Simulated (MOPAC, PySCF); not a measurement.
CH₄O, SMILES `CO`, neutral singlet in the gas phase. 

Cartesian coordinates (Å):
SMILES: OC
```xyz
6

C     -0.3471    -0.0021    -0.0097
O      0.9492    -0.5200    -0.1852
H     -0.5404     0.9073    -0.6145
H     -0.5831     0.2378     1.0471
H     -1.0612    -0.7729    -0.3387
H      1.5825     0.1499     0.1010
```
Charge 0, spin multiplicity 1.

All levels are single points at this geometry (B3LYP-D3(BJ)/def2-SVP); Pople sets use spherical d functions. Orbital energies aren't observables, and empty levels follow the basis.

```json
[
 {"level": "B3LYP-D3(BJ)/def2-TZVP in PySCF", "HOMO (eV)": "-7.65", "LUMO (eV)": "0.67", "gap (eV)": "8.32", "dipole (D)": "1.67", "vertical IE, Delta-SCF (eV)": "10.86"},
 {"level": "PBE-D3(BJ)/def2-TZVP in PySCF", "HOMO (eV)": "-6.17", "LUMO (eV)": "0.19", "gap (eV)": "6.37", "dipole (D)": "1.59", "vertical IE, Delta-SCF (eV)": "10.63"},
 {"level": "B3LYP/6-311+G** in PySCF", "HOMO (eV)": "-7.74", "LUMO (eV)": "-0.09", "gap (eV)": "7.65", "dipole (D)": "1.85", "vertical IE, Delta-SCF (eV)": "–"},
 {"level": "B3LYP/6-31G* in PySCF", "HOMO (eV)": "-7.20", "LUMO (eV)": "2.11", "gap (eV)": "9.31", "dipole (D)": "1.65", "vertical IE, Delta-SCF (eV)": "10.64"},
 {"level": "PBE/6-31G* in PySCF", "HOMO (eV)": "-5.66", "LUMO (eV)": "1.46", "gap (eV)": "7.12", "dipole (D)": "1.58", "vertical IE, Delta-SCF (eV)": "10.40"},
 {"level": "HF/STO-3G in PySCF", "HOMO (eV)": "-9.68", "LUMO (eV)": "16.01", "gap (eV)": "25.70", "dipole (D)": "1.47", "vertical IE, Delta-SCF (eV)": "–"},
 {"level": "PM3 in MOPAC", "HOMO (eV)": "-11.15", "LUMO (eV)": "3.37", "gap (eV)": "14.52", "dipole (D)": "1.50", "vertical IE, Delta-SCF (eV)": "–"},
 {"level": "PM6 in MOPAC", "HOMO (eV)": "-10.49", "LUMO (eV)": "2.85", "gap (eV)": "13.34", "dipole (D)": "2.07", "vertical IE, Delta-SCF (eV)": "–"},
 {"level": "PM7 in MOPAC", "HOMO (eV)": "-10.70", "LUMO (eV)": "2.99", "gap (eV)": "13.69", "dipole (D)": "1.99", "vertical IE, Delta-SCF (eV)": "–"}
]
```
